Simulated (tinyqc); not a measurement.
Ways to converge the cycle: SCF convergence aids in the sto-3g basis, for H2O+, spin multiplicity 2. Computed by the program tinyqc with PySCF. UHF with one setting changed at a time; a run stops when the energy changes by less than 1e-09 hartree and the error matrix is below 1e-5. The start is the core Hamiltonian. Damping d keeps d of the old density; a shift (hartree) raises the virtual levels; DIIS n extrapolates F over n matrices.

Geometry (angstrom):
```
atom       x        y       z
O     0.0000   0.0000  0.0000
H     0.0000   0.9910  0.7060
H     0.0000  -0.9910  0.7060
```

lowest solution found by these runs and by PySCF with stability checks = -74.624368 hartree

Largest element of the error matrix X^T (FDS - SDF) X:
```
iteration    plain  damping 0.3  damping 0.6  shift 0.4   DIIS 3   DIIS 8
1          2.2e-01      2.2e-01      2.2e-01    2.2e-01  2.2e-01  2.2e-01
2          4.1e-02      7.7e-02      1.6e-01    1.5e-01  4.1e-02  4.1e-02
3          1.3e-02      3.3e-02      1.0e-01    4.0e-02  1.3e-02  1.3e-02
4          6.3e-03      1.5e-02      6.5e-02    1.1e-02  6.0e-03  6.0e-03
5          4.4e-03      7.8e-03      4.1e-02    5.6e-03  3.8e-03  3.8e-03
6          3.2e-03      5.2e-03      2.7e-02    4.1e-03  2.2e-03  2.0e-03
8          1.9e-03      3.4e-03      1.2e-02    3.2e-03  2.8e-04  6.9e-05
10         1.3e-03      2.4e-03      6.9e-03    2.4e-03  2.2e-05  5.4e-06
14         5.8e-04      1.3e-03      3.4e-03    1.4e-03        -        -
20         1.8e-04      5.8e-04      1.8e-03    6.0e-04        -        -
30         2.4e-05      1.5e-04      8.2e-04    1.5e-04        -        -
45               -      2.0e-05      2.7e-04    2.0e-05        -        -
60               -            -      8.8e-05          -        -        -
```

How each run ends:
```
run          iterations  E (hartree)                                                        state
plain                37   -74.624368                                                 lowest found
damping 0.3          52   -74.624368                                                 lowest found
damping 0.6         >60   -74.624368  falls steadily but slowly, by a factor of about 0.93 a step
shift 0.4            52   -74.624368                                                 lowest found
DIIS 3               12   -74.624368                                                 lowest found
DIIS 8               11   -74.624368                                                 lowest found
```

What does the comparison show, and why?

5 of 6 runs reach the lowest solution found, in 11 to 52 iterations (fastest: DIIS 8). Not converged: damping 0.6. Plain steps already contract here, so damping only slows them. DIIS 3 and DIIS 8 gain by cancelling the error over several earlier matrices, much as a quasi-Newton step does.
